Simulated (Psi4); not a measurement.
## BSiNH8 (SMILES [BH3-][NH2+][SiH3]): name the method

The species is BSiNH8 (11 atoms), meant as a singlet with charge 0. SMILES: `[BH3-][NH2+][SiH3]`. The shape was relaxed beforehand at PBE0/def2-TZVP.

```
atom    x (Å)    y (Å)    z (Å)
   B   0.4841   1.2878  -0.0050
   N   0.3941  -0.2368   0.6246
  Si  -0.6830  -1.1475  -0.4857
   H  -0.6381   1.5090  -0.4298
   H   0.7989   2.0314   0.8956
   H   1.2994   1.2173  -0.8978
   H   1.3249  -0.6312   0.7138
   H   0.0042  -0.1892   1.5613
   H  -2.0605  -0.7069  -0.1913
   H  -0.2488  -0.8775  -1.8678
   H  -0.5418  -2.5972  -0.1761
```

A calculation with Psi4 1.11 gave:

| Quantity | Value |
| --- | --- |
| total energy | -373.7265 Eh |
| dipole moment | 4.60 D |
| lowest harmonic wavenumber | 139 cm⁻¹ |
| highest harmonic wavenumber | 3581 cm⁻¹ |
| zero-point energy | 222.3 kJ/mol |
| entropy | 71.8 cal/(mol K) |

Question: Which of these levels gave the numbers?
A. MP2/def2-QZVPP (density fitting, density fitting for correlation)
B. PBE0-D4/def2-TZVPP (density fitting)
C. PBE0-D4/def2-TZVP (density fitting)
D. r2SCAN-D4/def2-TZVPP (density fitting)

Answer: C. The others give -373.3079 Eh (MP2/def2-QZVPP (density fitting, density fitting for correlation)), -373.7291 Eh (PBE0-D4/def2-TZVPP (density fitting)), -373.8754 Eh (r2SCAN-D4/def2-TZVPP (density fitting)).
